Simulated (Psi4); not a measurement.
# CH3NSi (Si(CN)H3): MP3/def2-TZVP

Aim: the vertical singlet–triplet gap of CH3NSi (Si(CN)H3) at MP3/def2-TZVP, from 2 runs. 

The results are computed with Psi4 1.11.

1 further run of the same task is left out (set aside as unsound or not needed).

## Step 1: The structure to begin with

CH3NSi: 6 atoms, total charge 0, spin state singlet. SMILES: `[H][Si]([H])([H])C#N`. The shape is that of a GFN2-xTB optimisation.

Bond lengths: Si1–C2 1.866 Å, C2–N3 1.145 Å, Si1–H4 1.462 Å, Si1–H5 1.461 Å, Si1–H6 1.462 Å. Angles: Si1–C2–N3 179.6°, C2–Si1–H4 106.2°, C2–Si1–H5 106.3°, C2–Si1–H6 106.3°, H4–Si1–H5 112.5°, H4–Si1–H6 112.5°, H5–Si1–H6 112.4°.

## Step 2: The energy at MP3/def2-TZVP

File calc.dat:

```
memory 1600 MB

molecule {
  0 1
  Si    -0.005910     0.005310    -0.607820
  C      0.007280    -0.009780     1.257730
  N      0.023780    -0.021100     2.402800
  H      1.395010     0.016460    -1.024950
  H     -0.715770     1.218710    -1.003950
  H     -0.704390    -1.209600    -1.023800
  units angstrom
  symmetry c1
}

set puream true
set e_convergence 1e-09
set d_convergence 1e-08
set scf_type pk
set num_frozen_docc 7
set mp_type conv

E = energy("mp3/def2-TZVP")
```

The run is started by

```sh
$ psi4 -n 1 calc.dat calc.out
```

calc.out:

```text
[...]
  Running in c1 symmetry.
[...]
  Nuclear repulsion =   82.887837989854177
[...]
  Multiplicity = 1
[...]
  Nalpha       = 15
  Nbeta        = 15
[...]
    Number of basis functions: 117
[...]
   @RHF iter   1:  -382.95080770167073   -9.91948e-01   3.24258e-03 DIIS/ADIIS
[...]
   @RHF iter  11:  -383.03970408746545   -7.95808e-13   2.38655e-09 DIIS
[...]
    Orbital Energies [Eh]
    ---------------------
    Doubly Occupied:
       1A    -68.819873     2A    -15.582130     3A    -11.254469
       4A     -6.170188     5A     -4.277010     6A     -4.276214
       7A     -4.276203     8A     -1.225568     9A     -0.813129
      10A     -0.633491    11A     -0.549215    12A     -0.540279
      13A     -0.540188    14A     -0.475511    15A     -0.475472
[...]
  @RHF Final Energy:  -383.03970408746545
   => Energetics <=
    Nuclear Repulsion Energy =             82.8878379898541766
    One-Electron Energy =                -692.0372008979265956
    Two-Electron Energy =                 226.1096588206068816
    Total Energy =                       -383.0397040874654522
[...]
 Multipole Moments:
 ------------------------------------------------------------------------------------
     Multipole            Electronic (a.u.)      Nuclear  (a.u.)        Total (a.u.)
 ------------------------------------------------------------------------------------
 L = 1.  Multiply by 2.5417464519 to convert [e a0] to [Debye]
 Dipole X            :          0.0189044           -0.0351824           -0.0162779
 Dipole Y            :         -0.0222730            0.0359941            0.0137211
 Dipole Z            :          2.7680754           -4.3054485           -1.5373731
 Magnitude           :                                                    1.5375205
[...]
	SCS-MP2 Total Energy (a.u.)        :  -383.49280860827344
	SOS-MP2 Total Energy (a.u.)        :  -383.49418279799778
[...]
	SOS-PI-MP2 Total Energy (a.u.)     :  -383.52914269880796
[...]
	MP2 Total Energy (a.u.)            :  -383.49006022882486
[...]
	SCS-MP3 Total Energy (a.u.)        :  -383.49693787770775
[...]
	MP3 Total Energy (a.u.)            :  -383.50657730656224
[...]
```

Wall time 22 s (1 thread of AMD EPYC 7R43 (Zen 3), shared host); peak memory 1.4 GiB.

## Step 3: The triplet at the same level

File ch3nsi.xyz:

```xyz
6
CH3NSi
Si    -0.005910     0.005310    -0.607820
C      0.007280    -0.009780     1.257730
N      0.023780    -0.021100     2.402800
H      1.395010     0.016460    -1.024950
H     -0.715770     1.218710    -1.003950
H     -0.704390    -1.209600    -1.023800
```

File ch3nsi.py:

```python
import psi4

psi4.set_memory(1600000000)
psi4.set_num_threads(1)
psi4.set_output_file('run.log', False)

with open('ch3nsi.xyz') as f:
    atoms = ''.join(f.readlines()[2:])
geom = psi4.geometry('0 3\n' + atoms + 'symmetry c1\nno_reorient\nno_com')

psi4.set_options({
    'basis': 'def2-TZVP',
    'reference': 'uhf',
    'puream': True,
    'e_convergence': 1e-09,
    'd_convergence': 1e-08,
    'scf_type': 'pk',
    'num_frozen_docc': 7,
    'maxiter': 200,
    'mp_type': 'conv',
})

e = psi4.energy('mp3')
print('E =', round(e, 9))
for k, v in sorted(psi4.core.scalar_variables().items()):
    print(f'{k:45s} {v:18.10f}')
```

The run is started by

```sh
$ python ch3nsi.py
```

run.log:

```text
[...]
  Running in c1 symmetry.
[...]
  Nuclear repulsion =   82.887837989854148
[...]
  Multiplicity = 3
[...]
  Nalpha       = 16
  Nbeta        = 14
[...]
    Number of basis functions: 117
[...]
   @UHF iter   1:  -382.50495725328477   -5.46098e-01   4.64996e-03 DIIS/ADIIS
[...]
   @UHF iter  20:  -382.85010993732760   -1.67120e-11   9.63217e-09 DIIS
[...]
   @S^2 Observed:                2.017291015E+00
[...]
    Orbital Energies [Eh]
    ---------------------
    Alpha Occupied:
       1A    -68.805407     2A    -15.600429     3A    -11.281730
       4A     -6.153700     5A     -4.260451     6A     -4.259996
       7A     -4.259931     8A     -1.323849     9A     -0.826091
      10A     -0.679139    11A     -0.667357    12A     -0.577279
      13A     -0.549205    14A     -0.521586    15A     -0.502615
      16A     -0.269664
    Alpha Virtual:
      17A      0.106843    18A      0.108577    19A      0.148712
      20A      0.155868    21A      0.182919    22A      0.201203
      23A      0.266647    24A      0.267879    25A      0.331007
[...]
  @UHF Final Energy:  -382.85010993732760
   => Energetics <=
    Nuclear Repulsion Energy =             82.8878379898541482
    One-Electron Energy =                -691.7229793764072383
    Two-Electron Energy =                 225.9850314492255166
    Total Energy =                       -382.8501099373276020
  UHF NO Occupations:
  HONO-2 :   14  A 1.9956145
  HONO-1 :   15  A 1.0000000
[...]
 Multipole Moments:
 ------------------------------------------------------------------------------------
     Multipole            Electronic (a.u.)      Nuclear  (a.u.)        Total (a.u.)
 ------------------------------------------------------------------------------------
 L = 1.  Multiply by 2.5417464519 to convert [e a0] to [Debye]
 Dipole X            :         -0.1936979            0.1932245           -0.0004734
 Dipole Y            :          0.2129890           -0.2011991            0.0117899
 Dipole Z            :        -25.1833200           24.1956754           -0.9876447
 Magnitude           :                                                    0.9877151
[...]
	SCS-MP2 Total Energy (a.u.)        :  -383.23545730220587
	SOS-MP2 Total Energy (a.u.)        :  -383.23845765209313
[...]
	SOS-PI-MP2 Total Energy (a.u.)     :  -383.26833055322891
[...]
	MP2 Total Energy (a.u.)            :  -383.22945660243136
[...]
	SCS-MP3 Total Energy (a.u.)        :  -383.24549340044115
[...]
	MP3 Total Energy (a.u.)            :  -383.26960099537240
[...]
```

It took 50 s on 1 thread of AMD EPYC 7R43 (Zen 3), shared host; peak memory 1.4 GiB.

## Step 4: Results

Level: MP3/def2-TZVP, 7 core orbitals frozen.

| quantity | value |
| --- | --- |
| singlet: total energy | -383.50658 Eh |
| singlet: HOMO energy (Hartree–Fock orbitals) | -12.94 eV |
| singlet: LUMO energy (Hartree–Fock orbitals) | 2.72 eV |
| singlet: HOMO–LUMO gap (Hartree–Fock orbitals) | 15.66 eV |
| singlet: correlation energy (7 core orbitals frozen) | -466.9 mEh |
| triplet: total energy | -383.26960 Eh |
| triplet: HOMO energy (Hartree–Fock orbitals) (highest over α and β) | -7.34 eV |
| triplet: LUMO energy (Hartree–Fock orbitals) (lowest over α and β) | -0.52 eV |
| triplet: correlation energy (7 core orbitals frozen) | -419.5 mEh |
| triplet: ⟨S²⟩ of the reference determinant | 2.017 |
| vertical energy of the triplet above the singlet | 6.448 eV |

In words: At this shape the triplet lies 6.45 eV (622 kJ/mol) above the singlet.
